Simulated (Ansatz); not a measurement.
C₂H₃Al (`C#[C][AlH2]`). Charge 0, multiplicity 1.

```xyz
6

C     1.777    0.159    0.432
C     0.605    0.055    0.146
Al   -1.240   -0.111   -0.302
H     2.810    0.251    0.684
H    -2.318    0.051    0.842
H    -1.635   -0.405   -1.803
```

Q: List the harmonic frequencies (cm⁻¹, unscaled) at PBE0-D4/def2-TZVP in Ansatz. (Best estimate.)

A: Computed: 188, 197, 549, 584, 615, 716, 755, 782, 1950, 1956, 2123, 3456.

Q: Is this a minimum?

A: Yes, all 12 modes are real.

Q: Give the ideal-gas thermochemistry at 298.15 K and 1 bar (rigid rotor, harmonic oscillator; point group C2v, symmetry number 2).

A: Zero-point energy 83.0 kJ/mol; H(298) − E = 98.0 kJ/mol; entropy 273.6 J/(mol·K), of which translation 158.6, rotation 87.3, vibration 27.7; G(298) − E = 16.4 kJ/mol.

Q: And at 400, 500, 600, 800 and 1000 K?

A: 
```tsv
T (K)	H − E (kJ/mol)	S (J/mol/K)	G − E (kJ/mol)
400	105.8	296.2	-12.6
500	114.4	315.2	-43.2
600	123.6	332.0	-75.6
800	143.5	360.6	-145.0
1000	165.0	384.5	-219.5
```
